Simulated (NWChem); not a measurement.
Everything below was run with NWChem. System: silicon monoxide (OSi), charge 0, spin multiplicity 1, optimised in this run. Level: PBE0/def2-SVP.

The NWChem input:

```
start mol
memory heap 200 mb stack 800 mb global 1000 mb
geometry units angstroms
  Si     0.000000     0.000000     0.548583
  O      0.000000     0.000000    -0.960019
  symmetry group C2v
end
basis spherical
  * library def2-svp
end
dft
  xc pbe0
  semidirect memsize 60000000 filesize 0
  iterations 100
end
driver
  maxiter 80
end
task dft optimize
task dft freq
```

Output (cleaned and shortened):

```
             Northwest Computational Chemistry Package (NWChem) 7.3.0
             --------------------------------------------------------

                                NWChem Input Module
                                -------------------

 Scaling coordinates for geometry "geometry" by  1.889725989
 (inverse scale =  0.529177249)

 Turning off AUTOSYM since
 SYMMETRY directive was detected!

          ------
          auto-z
          ------

                             Geometry "geometry" -> ""
                             -------------------------

 Output coordinates in angstroms (scale by  1.889725989 to convert to a.u.)

  No.       Tag          Charge          X              Y              Z
 ---- ---------------- ---------- -------------- -------------- --------------
    1 Si                  14.0000     0.00000000     0.00000000     0.54858255
    2 O                    8.0000     0.00000000     0.00000000    -0.96001945

 Effective nuclear repulsion energy (a.u.)      39.2866056707

            Nuclear Dipole moment (a.u.)
            ----------------------------
        X                 Y               Z
 ---------------- ---------------- ----------------
     0.0000000000     0.0000000000     0.0000000000

      Symmetry information
      --------------------

 Group name             C2v
 Group number             16
 Group order               4
 No. of unique centers     2

      Symmetry unique atoms

     1    2


 Summary of "ao basis" -> "" (spherical)
 ------------------------------------------------------------------------------
       Tag                 Description            Shells   Functions and Types
 ---------------- ------------------------------  ------  ---------------------
 *                          def2-svp                  on all atoms

                           NWChem Geometry Optimization
                           ----------------------------

 maximum gradient threshold         (gmax) =   0.000450
 rms gradient threshold             (grms) =   0.000300
 maximum cartesian step threshold   (xmax) =   0.001800
 rms cartesian step threshold       (xrms) =   0.001200
 fixed trust radius                (trust) =   0.300000
 maximum step size to saddle      (sadstp) =   0.100000
 energy precision                  (eprec) =   5.0D-06
 maximum number of steps          (nptopt) =   80
 initial hessian option           (inhess) =    0
 line search option               (linopt) =    1
 hessian update option            (modupd) =    1
 saddle point option              (modsad) =    0
 initial eigen-mode to follow     (moddir) =    0
 initial variable to follow       (vardir) =    0
 follow first negative mode     (firstneg) =    T
 apply conjugacy                    (opcg) =    F
 source of zmatrix                         =   autoz

          -------------------
          Energy Minimization
          -------------------

 Names of Z-matrix variables
    1

 Variables with the same non-blank name are constrained to be equal

 Using diagonal initial Hessian
 Scaling for Hessian diagonals: bonds = 1.00  angles = 0.25  torsions = 0.10

          --------
          Step   0
          --------

                         Geometry "geometry" -> "geometry"
                         ---------------------------------

 Output coordinates in angstroms (scale by  1.889725989 to convert to a.u.)

  No.       Tag          Charge          X              Y              Z
 ---- ---------------- ---------- -------------- -------------- --------------
[...]
    O        2  0.0000000D+00  0.0000000D+00 -1.8280885D+00  1.5994910D+01
 --------------------------------------------------------------------------

          ----------------------------------------------------
          MASS-WEIGHTED NUCLEAR HESSIAN (Hartree/Bohr/Bohr/Kamu)
          ----------------------------------------------------

               1            2            3            4            5            6
   ----- ----- ----- ----- -----
    1    1.96040D-04
    2   -3.35700D-05  1.96043D-04
    3   -2.22467D-05 -2.24174D-05  2.18753D+01
    4   -3.98926D-04 -1.30867D-07 -7.10499D-07  3.78253D-04
    5   -1.31110D-07 -3.98936D-04 -9.12872D-07 -1.21073D-07  3.78214D-04
    6    3.07788D-07  6.34155D-07 -2.89267D+01 -6.31409D-07 -6.97799D-07  3.82605D+01


 ----------------------------------------------------------------------------
 Normal Eigenvalue ||         Derivative Dipole Moments (debye/angs)
  Mode   [cm**-1]  ||      [d/dqX]             [d/dqY]           [d/dqZ]
 ------ ---------- || ------------------ ------------------ -----------------
    1       -1.945 ||      -0.002              -0.002             0.000
    2       -1.639 ||      -0.018               0.018            -0.000
    3        4.250 ||      -0.392              -0.392            -0.000
    4        4.330 ||      -0.392               0.392             0.000
    5        9.534 ||      -0.002              -0.002             0.000
    6     1260.545 ||      -0.000              -0.000            -0.965
 ----------------------------------------------------------------------------

 ----------------------------------------------------------------------------
 Normal Eigenvalue ||                 Infra Red Intensities
  Mode   [cm**-1]  || [atomic units] [(debye/angs)**2] [(KM/mol)] [arbitrary]
 ------ ---------- || -------------- ----------------- ---------- -----------
    1       -1.945 ||    0.000000           0.000         0.000       0.000
    2       -1.639 ||    0.000028           0.001         0.027       0.025
    3        4.250 ||    0.013347           0.308        13.011      11.942
    4        4.330 ||    0.013320           0.307        12.985      11.917
    5        9.534 ||    0.000000           0.000         0.000       0.000
    6     1260.545 ||    0.040365           0.931        39.350      36.115
 ----------------------------------------------------------------------------

        Vibrational analysis via the FX method
  --- with translations and rotations projected out ---
  --- via the Eckart algorithm                      ---
 Dependent rotation vector no.                    3
  found in ECKART; assuming linear geometry
 Projected Nuclear Hessian trans-rot subspace norm:3.5761D-44
                         (should be close to zero!)

          --------------------------------------------------------
          MASS-WEIGHTED PROJECTED HESSIAN (Hartree/Bohr/Bohr/Kamu)
          --------------------------------------------------------

               1            2            3            4            5            6
   ----- ----- ----- ----- -----
    1    0.00000D+00
    2    3.78452D-21  0.00000D+00
    3   -3.78452D-21  3.78452D-21  2.18734D+01
    4    0.00000D+00  0.00000D+00 -2.34618D-22  0.00000D+00
    5   -1.95515D-23  0.00000D+00  2.81541D-21  2.58576D-23  0.00000D+00
    6    6.17826D-21  3.12824D-22 -2.89285D+01  3.10291D-22 -4.24065D-21  3.82591D+01

 center of mass
 --------------
 x =   0.00000000 y =   0.00000000 z =   0.00345780

 moments of inertia (a.u.)
 ------------------
          84.331962383619           0.000000000000           0.000000000000
           0.000000000000          84.331962383619           0.000000000000
           0.000000000000           0.000000000000           0.000000000000

 Rotational Constants
 --------------------
 A=   0.000000 cm-1  (  0.000000 K)
 B=   0.713848 cm-1  (  1.027045 K)
 C=   0.713848 cm-1  (  1.027045 K)

 Temperature                      =   298.15K
 frequency scaling parameter      =   1.0000

 Linear Molecule

 Zero-Point correction to Energy  =    1.801 kcal/mol  (  0.002870 au)
 Thermal correction to Energy     =    3.290 kcal/mol  (  0.005243 au)
 Thermal correction to Enthalpy   =    3.882 kcal/mol  (  0.006187 au)

 Total Entropy                    =   50.535 cal/mol-K
   - Translational                =   37.252 cal/mol-K (mol. weight =  43.9718)
   - Rotational                   =   13.251 cal/mol-K (symmetry #  =        1)
   - Vibrational                  =    0.032 cal/mol-K

 Cv (constant volume heat capacity) =    5.134 cal/mol-K
   - Translational                  =    2.979 cal/mol-K
   - Rotational                     =    1.986 cal/mol-K
   - Vibrational                    =    0.168 cal/mol-K


 ----------------------------------------------------------------------------
 Normal Eigenvalue ||    Projected Derivative Dipole Moments (debye/angs)
  Mode   [cm**-1]  ||      [d/dqX]             [d/dqY]           [d/dqZ]
 ------ ---------- || ------------------ ------------------ -----------------
    1        0.000 ||       0.335               0.000             0.000
    2        0.000 ||       0.000               0.335             0.000
    3        0.000 ||       0.000               0.000            -0.000
    4        0.000 ||      -0.443              -0.000            -0.000
    5        0.000 ||      -0.000              -0.443            -0.000
    6     1260.546 ||      -0.000              -0.000            -0.965
 ----------------------------------------------------------------------------

 ----------------------------------------------------------------------------
 Normal Eigenvalue ||           Projected Infra Red Intensities
  Mode   [cm**-1]  || [atomic units] [(debye/angs)**2] [(KM/mol)] [arbitrary]
 ------ ---------- || -------------- ----------------- ---------- -----------
    1        0.000 ||    0.004855           0.112         4.733       4.344
    2        0.000 ||    0.004855           0.112         4.733       4.344
    3        0.000 ||    0.000000           0.000         0.000       0.000
    4        0.000 ||    0.008492           0.196         8.279       7.598
    5        0.000 ||    0.008492           0.196         8.279       7.598
    6     1260.546 ||    0.040365           0.931        39.350      36.115
 ----------------------------------------------------------------------------

 Task  times  cpu:        4.7s     wall:        4.7s

 Total times  cpu:        6.1s     wall:        6.1s
```
